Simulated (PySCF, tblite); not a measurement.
**CN₂O₂, a complex of two parts: NMR shifts, interaction energy, infrared bands, spin-spin couplings and core binding energies**

One table from this session's results is given with a row withheld; the runs are named, their logs left out.

Programs: tblite 0.8.0 and PySCF 2.14.0. All values are calculated, for the isolated system unless a continuum is named. Atoms count from 0, parts from 1.

## The system as given

5 atoms, charge 0, multiplicity 1; geometry: rigid parts in contact. Parts: 1 = atoms 0–2, `O=C=O`, charge 0; 2 = atoms 3–4, `N#N`, charge 0.

The first run:

What the job is given:

```
{"job": {"kind": "dock", "xc": "GFN2-xTB", "basis": "xTB"}, "charge": 0, "multiplicity": 1, "parts": [{"atoms": "0-2", "charge": 0, "multiplicity": 1}, {"atoms": "3-4", "charge": 0, "multiplicity": 1}]}
O     -1.128946    -0.182701    -0.004017
C      0.000011     0.000004    -0.000001
O      1.128935     0.182697     0.004018
N      2.138029     0.041767     2.971926
N      1.070128     0.186065     2.760131
```

With the program's defaults for keys left out, this is: GFN2-xTB search for minima from random contacts, gas phase.

Run with:

```bash
$ OMP_NUM_THREADS=1 python cluster_run.py task.json out
```

The driver reads the jobs from task.json and runs them one after another.

Steps of the session up to this table: Docking the parts with GFN2-xTB; Geometry optimisation at PBE0-D3(BJ)/def2-TZVPD; NMR shieldings: PBE0/pcSseg-2; Coupled-cluster interaction energy: CCSD(T) and MP2.

One of the session's tables, all rows but one given; the rest of the session is left out.

It belongs to the step «Coupled-cluster interaction energy: CCSD(T) and MP2». 

```
                 method  interaction energy (kcal/mol)
         HF/aug-cc-pVDZ                           0.03
        MP2/aug-cc-pVDZ                          -0.83
       CCSD/aug-cc-pVDZ                          -0.63
    CCSD(T)/aug-cc-pVDZ                          -0.75
         HF/aug-cc-pVQZ                              ?
        MP2/aug-cc-pVQZ                          -0.97
    SCS-MP2/aug-cc-pVQZ                          -0.74
      MP2, extrapolated                          -0.99
CCSD(T), limit estimate                          -0.91
```

Q: Estimate the row for HF/aug-cc-pVQZ from the others.

The run gave: interaction energy (kcal/mol): 0.01. In the column «interaction energy (kcal/mol)» it lies between CCSD/aug-cc-pVDZ (-0.63) and HF/aug-cc-pVDZ (0.03).
